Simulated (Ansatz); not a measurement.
The input, for Ansatz 0.2.0:

```yaml
crystal:
  periodic: [false, false, false]
  atoms:
    - {symbol: B, position_ang: [0.000000, -0.274159, 1.362967]}
    - {symbol: Al, position_ang: [0.000000, 0.078757, -0.661431]}
    - {symbol: H, position_ang: [0.000000, 1.813359, 4.940457]}
    - {symbol: H, position_ang: [0.000000, -0.981029, -1.853564]}
basis:
  gaussian: {orbitals: 6-31G}
magnetization: {spin_polarized: false}
correlation: {method: bccd, electrons: all}
```

```sh
$ ansatz run in.yaml --threads 1 --pin off --events-out ev --progress --plain --max-ram 2393MiB
```

Problem. Roughly how long does this take on 1 thread of INTEL XEON PLATINUM 8581C, shared host, and how much host memory?

Solution. 2.3 s wall and 0.15 GiB.

```
328 factors; integrals over basis functions are off by at most 1.8e-4 eV
mean field evaluation 1: about -7269.5376 eV, gradient 1.6e1 eV
mean field evaluation 2: about -7269.5382 eV, gradient 1.6e1 eV
mean field evaluation 4: about -7270.8354 eV, gradient 1.0e1 eV
mean field evaluation 8: about -7265.1799 eV, gradient 1.3e1 eV
mean field evaluation 16: about -7273.4182 eV, gradient 4.2e-3 eV
mean field evaluation 32: about -7265.1885 eV, gradient 1.3e1 eV
mean field evaluation 64: about -7272.7712 eV, gradient 8.5e-2 eV
mean field evaluation 96: about -7273.3863 eV, gradient 4.3e-1 eV
mean field evaluation 128: about -7272.7713 eV, gradient 1.3e-3 eV
mean field evaluation 160: about -7272.7713 eV, gradient 6.6e-4 eV
...
mean field -7273.41823484 eV, -267.2931900304 hartree, gradient 7.5e-6 eV, S^2 0.000000; 11 other end points of the search recorded, 0 dependent functions left out; unrestricted orbitals would lower it
determinant -7273.41823484 eV, -267.2931900304 hartree, with singles and doubles -7279.21910497 eV, -267.5063680757 hartree
determinant -7272.77131780 eV, -267.2694162677 hartree, with singles and doubles -7278.71427950 eV, -267.4878160819 hartree
determinant -7271.64171064 eV, -267.2279039702 hartree, with singles and doubles -7278.09794320 eV, -267.4651661405 hartree
determinant -7271.57740499 eV, -267.2255407811 hartree, with singles and doubles -7278.18958927 eV, -267.4685340714 hartree
determinant -7271.25646919 eV, -267.2137466080 hartree, with singles and doubles -7277.75918013 eV, -267.4527168273 hartree
determinant -7273.41823484 eV, -267.2931900304 hartree, with singles and doubles -7280.20542271 eV, -267.5426145839 hartree
determinant -7272.77131780 eV, -267.2694162677 hartree, with singles and doubles -7280.22339209 eV, -267.5432749468 hartree
...
unrestricted determinant -7278.47953143 eV, -267.4791892493 hartree, S^2 1.9193
reference -7273.41823484 eV, -267.2931900304 hartree; 10, 10 occupied and 16, 16 virtual orbitals, 328 factors
second order -4.69021712 eV of doubles, -0.00000000 eV of singles
...
cycle  14  -6.80222000 eV  change   -3.3e-3 eV  update   4.3e-4
cycle  15  -6.80062073 eV  change    1.6e-3 eV  update   3.1e-4
cycle  16  -6.80109748 eV  change   -4.8e-4 eV  update   1.7e-4
cycle  17  -6.80033654 eV  change    7.6e-4 eV  update   1.3e-4
cycle  18  -6.80035511 eV  change   -1.9e-5 eV  update   7.9e-5
cycle  19  -6.80037977 eV  change   -2.5e-5 eV  update   3.4e-5
cycle  20  -6.80033674 eV  change    4.3e-5 eV  update   1.8e-5
cycle  21  -6.80033307 eV  change    3.7e-6 eV  update   9.9e-6
cycle  22  -6.80034270 eV  change   -9.6e-6 eV  update   6.4e-6
cycle  23  -6.80034576 eV  change   -3.1e-6 eV  update   3.5e-6
WARN: the results are in doubt because among natural orbitals full CI differs from the method by -0.156 eV
Total energy: -7280.21858060 eV, -267.5430981277 hartree
In doubt: among natural orbitals full CI differs from the method by -0.156 eV
```

The singles that turn the determinant into the Brueckner one have T1 = 0.080.
